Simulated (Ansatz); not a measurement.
UKS-PBE against FCI for diatomic hydrides: harmonic wavenumber.

Values in cm⁻¹, from Ansatz (an electronic-structure program). Where two bases are given, the first is that of UKS-PBE. Full CI is exact in its basis, with frozen cores. Scans on which UKS-PBE failed, held another spin at the minimum or broke off are missing, so the means are lower bounds.

```json
[
 {"system": "HO cation triplet", "basis": "aug-cc-pVDZ", "UKS-PBE": "2930", "FCI": "3060", "UKS-PBE − FCI": "-130"},
 {"system": "HGa singlet", "basis": "cc-pVTZ", "UKS-PBE": "1530", "FCI": "1600", "UKS-PBE − FCI": "-70"},
 {"system": "HMg doublet", "basis": "def2-TZVP", "UKS-PBE": "1410", "FCI": "1490", "UKS-PBE − FCI": "-80"},
 {"system": "HAs triplet", "basis": "cc-pVDZ", "UKS-PBE": "2090", "FCI": "2140", "UKS-PBE − FCI": "-50"},
 {"system": "CH cation singlet", "basis": "cc-pVQZ", "UKS-PBE": "2680", "FCI": "2850", "UKS-PBE − FCI": "-170"},
 {"system": "HO cation triplet", "basis": "cc-pVTZ", "UKS-PBE": "2950", "FCI": "3130", "UKS-PBE − FCI": "-180"},
 {"system": "HGe doublet", "basis": "aug-cc-pVTZ", "UKS-PBE": "1820", "FCI": "1880", "UKS-PBE − FCI": "-60"},
 {"system": "HO doublet", "basis": "aug-cc-pVDZ", "UKS-PBE": "3580", "FCI": "3680", "UKS-PBE − FCI": "-100"},
 {"system": "HBe cation singlet", "basis": "cc-pVTZ", "UKS-PBE": "2120", "FCI": "2190", "UKS-PBE − FCI": "-70"},
 {"system": "HO cation triplet", "basis": "cc-pVTZ", "UKS-PBE": "2960", "FCI": "3130", "UKS-PBE − FCI": "-170"}
]
```

The mean error against full CI is -108 cm⁻¹ (median -90) and the mean absolute one 108 cm⁻¹ (median 90); UKS-PBE lies above in 0 and below in 10 of 10 cases. It is closest for HAs triplet (-50), HGe doublet (-60), HGa singlet (-70) and furthest off for HO cation triplet (-180), HO cation triplet (-170), CH cation singlet (-170).
